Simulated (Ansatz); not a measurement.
**BFH2S: a nudged elastic band, and a look at its input**

Aim: a nudged elastic band from the structure below. Read the input with care, then see what the program makes of it. The step meant is a 1,2-elimination at charge 0 and multiplicity 1, which changes F2–H4, B1–F2, S3–H4.

Method: PBE0-D4/def2-SVP; program: Ansatz 0.2.0, Gaussian basis.

## (1) The structure

| atom | x (Å) | y (Å) | z (Å) |
| --- | --- | --- | --- |
| B1 | 0.2092 | 0.2321 | 0.4754 |
| F2 | 1.1826 | -0.6623 | 0.5267 |
| S3 | -1.0100 | 0.2131 | -0.8358 |
| H4 | -0.5166 | -0.8569 | -1.4848 |
| H5 | 0.1349 | 1.0741 | 1.3183 |

## (2) The run

run/in.yaml reads:

```yaml
crystal:
  periodic: [false, false, false]
  atoms:
    - {symbol: B, position_ang: [0.209199, 0.232078, 0.475432]}
    - {symbol: F, position_ang: [1.182558, -0.662319, 0.526745]}
    - {symbol: S, position_ang: [-1.010032, 0.213083, -0.835813]}
    - {symbol: H, position_ang: [-0.516623, -0.856918, -1.484805]}
    - {symbol: H, position_ang: [0.134897, 1.074075, 1.318341]}
basis:
  gaussian: {orbitals: def2-SVP}
hamiltonian: {xc: pbe0, dispersion: d4}
neb:
  images: 5
  climbing: true
  max_iterations: 30
  initial_path: idpp
  spring: 500.0
  final_atoms:
    - {symbol: B, position_ang: [-0.499925, 0.920586, 0.481418]}
    - {symbol: F, position_ang: [1.234971, -1.561707, -0.407017]}
    - {symbol: S, position_ang: [-1.309603, 0.499870, -0.838036]}
    - {symbol: H, position_ang: [0.484305, -1.089935, -0.683978]}
    - {symbol: H, position_ang: [0.090252, 1.231187, 1.447514]}
```

The run is started by

```sh
$ ansatz run in.yaml --threads 2 --pin off --events-out ev --progress --plain --max-ram 4352MiB
```

**Question.** What will these runs give? Wanted: this run.

The runs gave:

| quantity | value |
| --- | --- |
| this run | converged |
| fault | stiff springs |

The spring constant of 500 eV/Å² is a hundred times the default.
